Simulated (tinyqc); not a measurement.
Stretching all distances: RHF, UHF, MP2, CISD and CCSD against full CI in the sto-3g basis, for BH3, spin multiplicity 1. Computed by the program tinyqc with PySCF. All coordinates are multiplied by the scale. c0^2 is the weight of the RHF determinant in the lowest singlet FCI state (UHF is spin-contaminated and may lie near states of higher spin) and n(LUMO) the first natural occupation beyond the occupied space.

Geometry (angstrom):
```
atom        x        y       z
B      0.0000   0.0000  0.0040
H      1.1300   0.0000  0.0000
H     -0.5650   0.9790  0.0000
H     -0.5650  -0.9790  0.0000
```

Full CI energy (hartree) and errors against it (kcal/mol):
```
scale   distance 1-2 (angstrom)      E(FCI)       RHF      UHF      MP2     CISD     CCSD  <S^2> UHF    c0^2  n(LUMO)
0.9800                   1.1074  -26.111459   29.2241  29.2241   8.8117   0.6226   0.1840     0.0000  0.9743   0.0156
1.1300                   1.2769  -26.109483   38.8723  38.8723  12.7115   1.2373   0.3236     0.0000  0.9587   0.0289
1.2800                   1.4464  -26.041267   52.2413  52.2413  18.3559   2.5542   0.6556     0.0000  0.9328   0.0530
1.4300                   1.6159  -25.946847   70.0781  70.0781  26.2718   5.2179   1.4359     0.0000  0.8909   0.0955
1.5800                   1.7854  -25.849397   93.0349  88.8631  37.0266  10.2033   3.2036     0.5692  0.8267   0.1691
1.8800                   2.1244  -25.696210  155.2162  65.2920  68.3661  31.0885  13.2910     1.7773  0.6144   0.4652
```

Estimate the missing row, scale = 1.73.

Computed row:
```
scale   distance 1-2 (angstrom)      E(FCI)       RHF      UHF      MP2     CISD    CCSD  <S^2> UHF    c0^2  n(LUMO)
1.7300                   1.9549  -25.763077  121.4997  82.4553  51.1155  18.6214  6.8526     1.4121  0.7342   0.2899
```

UHF parts from RHF first at scale 1.58 of those listed, where <S^2> leaves zero. The weight c0^2 goes from 0.97 to 0.61 and n(LUMO) from 0.02 to 0.47: static correlation grows as the bonds break into open-shell fragments. The spread of the error along the curve, which distorts its shape, is CCSD 13.1, CISD 30.5, MP2 59.6, UHF 59.6, RHF 126.0 kcal/mol. The table stops here: at scale 2.03 and beyond, the reference weight falls under 0.45 or RHF, UHF or CCSD hop between solutions, so those rows were left out and the spreads given cover only the rows shown. As computed, partly on other solutions, the errors there reach in size RHF 192, UHF 50, MP2 86, CISD 47, CCSD 23 kcal/mol.
